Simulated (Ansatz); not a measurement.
I need a geometry optimisation of BClHS, SMILES S[B]Cl. Use the Ansatz DFT code, driven from Python. Level of theory: CAM-B3LYP, def2-SVP basis, multiplicity 2.

```xyz
4

S     0.7076   -1.0733    0.3769
B    -0.4237   -0.0237   -0.8020
Cl   -1.8495    0.9791   -0.1455
H     1.6211    0.0576    0.5503
```

`bclhs.py`:
```python
"""Geometry optimisation of BClHS."""

from dataclasses import dataclass
import warnings

import ansatz as az
from ase import Atoms
import numpy as np


@dataclass(frozen=True)
class Options:
    basis: str = "def2-SVP"
    functional: str = "cam_b3lyp"


opts = Options()


def main() -> None:
    warnings.simplefilter("ignore", az.DeckWarning)

    atoms = Atoms(["S", "B", "Cl", "H"], positions=[
        [0.7076, -1.0733, 0.3769],
        [-0.4237, -0.0237, -0.802],
        [-1.8495, 0.9791, -0.1455],
        [1.6211, 0.0576, 0.5503],
    ])
    mol = az.Crystal.molecule_from_ase(atoms)

    setup = (
        mol.calculation()
        .basis(gaussian=opts.basis)
        .functional(opts.functional)
        .spin("collinear", total=1)
    )
    symbols = [site.symbol for site in mol.cartesian_sites]
    start = np.array([site.position_ang for site in mol.cartesian_sites], dtype=float)
    def progress(event):
        if event["event"] == "relax_step":
            row = event["data"]
            print(f"step {row['step']:3d}  E = {row['lagrangian_ev']:.6f} eV  max force {row['allowed_force_max_ev_ang']:.4f} eV/A")


    data = setup.relax(force_tolerance=0.01).session().plan().execute(on_event=progress).report
    end = np.array(data["positions_ang"])

    print(f"E = {data['free_energy_ev']:.6f} eV = {data['free_energy_ev'] / 27.211386246:.7f} Ha")
    print("converged:", data["converged"], " doubts:", data["published_state_doubts"] or "none")

    print("final positions (A) and the move of each atom")
    for symbol, xyz, old in zip(symbols, end, start):
        print(f"{symbol:2s} {xyz[0]:10.5f} {xyz[1]:10.5f} {xyz[2]:10.5f}   {np.linalg.norm(xyz - old):7.4f}")


if __name__ == "__main__":
    main()
```

```console
$ python bclhs.py
step   1  E = -24041.588442 eV  max force 2.5692 eV/A
step   2  E = -24041.944601 eV  max force 1.0507 eV/A
step   3  E = -24042.119295 eV  max force 0.2798 eV/A
step   4  E = -24042.345154 eV  max force 0.8907 eV/A
step   5  E = -24042.493294 eV  max force 1.5459 eV/A
step   6  E = -24042.566918 eV  max force 0.5792 eV/A
step   7  E = -24042.599485 eV  max force 0.2417 eV/A
step   8  E = -24042.601782 eV  max force 0.0664 eV/A
step   9  E = -24042.601944 eV  max force 0.0249 eV/A
step  10  E = -24042.601958 eV  max force 0.0006 eV/A
E = -24042.602047 eV = -883.5493286 Ha
converged: True  doubts: none
final positions (A) and the move of each atom
S     0.56699   -0.78480    0.53987    0.3600
B    -0.30065    0.47542   -0.35272    0.6827
Cl   -2.02289    0.61849   -0.43283    0.4926
H     1.81204   -0.36941    0.22539    0.5695
```

The settings weren't tested for convergence. The end point is the stationary point reached from this start; no frequency run checks that it is a minimum, and the basis set is modest. The species is open-shell (spin multiplicity 2). It ran for 36 s on 1 thread of AMD EPYC 7R43 64-Core Processor (Zen 3), with other jobs on the host, peak memory 0.22 GiB.

(Lines on the test bed's own set-up are left out of the output.)
